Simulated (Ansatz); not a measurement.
# Si₂H₄ (triplet): from Hartree-Fock to the top rungs at distance Si1–H5 along a hydrogen transfer = 1.679 Å, cc-pVDZ

An exercise on one series of results from a longer session: the logs are not shown, and one member is left open.

Program: Ansatz 0.2.0, Gaussian basis. Level of theory: cc-pVDZ, core rule «outside noble gas», up to 10 orbitals frozen. These are calculated values, not measurements.

The runs, in order: UHF; CCSD(T) on ROHF; CCSD(T) on UHF; BCCD(T) on ROHF; CISD; CCSDT(Q) on ROHF; CCSDT(Q) on UHF; CASSCF and MRCISD+Q, 4 electrons in 4 orbitals; CASSCF and NEVPT2, 4 electrons in 4 orbitals.

7 further runs of the same task are left out: 2 for a mislabelled method, 3 that didn't finish, 2 set aside as unsound or not needed.

**The system**

The geometry derives from fragments relaxed apart (PBE0/def2-TZVP) and kept rigid, so it is no stationary point. A hydrogen atom is moved between rigid fragments.

6 atoms, charge 0, spin multiplicity 3.

Atoms are counted from 1 here; the program's logs count them from 0.

Bond lengths: Si1–H2 1.485 Å, Si1–H3 1.485 Å, Si1–H4 1.485 Å, Si1–H5 1.679 Å, H5–Si6 1.700 Å. Angles: H2–Si1–H3 109.5°, H2–Si1–H4 109.5°, H2–Si1–H5 109.5°, H3–Si1–H4 109.5°, H3–Si1–H5 109.5°, H4–Si1–H5 109.5°, Si1–H5–Si6 180.0°.

Coordinates:

```xyz
6

Si   -1.5796    0.0000    0.0000
H    -2.0745    1.3997    0.0000
H    -2.0745   -0.6999    1.2122
H    -2.0745   -0.6999   -1.2122
H     0.0994    0.0000    0.0000
Si    1.7994    0.0000    0.0000
```

The first run:

in.yaml reads:

```yaml
crystal:
  periodic: [false, false, false]
  atoms:
    - {symbol: Si, position_ang: [-1.579609, 0.000000, 0.000000]}
    - {symbol: H, position_ang: [-2.074481, 1.399708, 0.000000]}
    - {symbol: H, position_ang: [-2.074481, -0.699854, 1.212183]}
    - {symbol: H, position_ang: [-2.074481, -0.699854, -1.212182]}
    - {symbol: H, position_ang: [0.099391, 0.000000, 0.000000]}
    - {symbol: Si, position_ang: [1.799391, 0.000000, 0.000000]}
basis:
  gaussian: {orbitals: cc-pVDZ}
magnetization: {spin_polarized: true, initial_magnetization: 2}
hamiltonian: {xc: hf}
output: {orbitals: {seedname: orbitals}}
```

Command:

```
$ ansatz run in.yaml --threads 1 --pin off --events-out ev --progress --plain --max-ram 2393MiB
```

Steps of the session up to this table: UHF; CCSD(T) on ROHF; CCSD(T) on UHF; BCCD(T) on ROHF; CISD; CCSDT(Q) on ROHF; CCSDT(Q) on UHF; CASSCF and MRCISD+Q, 4 electrons in 4 orbitals; CASSCF and NEVPT2, 4 electrons in 4 orbitals.

One of the session's tables, all rows but one given; the rest of the session is left out.

| method | from UCCSDT(Q) (kcal/mol) |
| --- | --- |
| ROHF | +145.15 |
| UHF | +142.02 |
| RMP2 | +34.18 |
| UMP2 | +34.46 |
| CISD | +16.92 |
| RCCSD | +4.29 |
| UCCSD | +4.22 |
| RCCSD(T) | +0.95 |
| UCCSD(T) | ? |
| BCCD(T) | +0.93 |
| RCCSDT | +0.14 |
| UCCSDT | +0.14 |
| RCCSDT(Q) | +0.01 |
| UCCSDT(Q) | 0 |
| CASSCF pair | +135.73 |
| NEVPT2 pair | +35.49 |
| MRCISD pair | +15.22 |
| MRCISD+Q pair | +0.60 |

Q: Estimate the row for UCCSD(T) from the others.

As computed: from UCCSDT(Q) (kcal/mol): +0.94. In the column «from UCCSDT(Q) (kcal/mol)» it lies between BCCD(T) (+0.93) and RCCSD(T) (+0.95).

Caveats from the session: Restricted and unrestricted rows rest on different reference determinants; where their highest levels disagree by more than a few hundredths of an eV, they describe different states and don't form one ladder.
